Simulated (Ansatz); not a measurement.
`FCC1(F)C=N1` at its PBE0-D4/def2-TZVP geometry, where that method's forces vanish. The species carries charge 0 and has multiplicity 1.

```xyz
9

F     0.5024    1.6552    1.0672
C    -0.4761    0.9076    0.4465
C     0.1331   -0.1041   -0.4637
F     0.6481    0.4734   -1.5864
C     0.5898   -1.4065   -0.1197
N    -0.5363   -1.4017   -0.6812
H    -1.0684    0.4021    1.2121
H    -1.1123    1.5872   -0.1276
H     1.3198   -2.1131    0.2529
```

(1) What forces (eV/Å) does B3LYP-D4/def2-TZVPP give on these atoms in Ansatz? (An estimate is asked.)

## Answers

(1) The calculation gave: 
```
F1   0.290  0.230  0.195
C2  -0.419 -0.114 -0.097
C3  -0.016  0.068  0.266
F4   0.168  0.196 -0.359
C5   0.132 -0.169  0.078
N6  -0.171 -0.267 -0.064
H7   0.030  0.049 -0.039
H8   0.031 -0.034  0.046
H9  -0.045  0.042 -0.026
```

B3LYP here is the variant with VWN-RPA as its local correlation; programs differ in this.
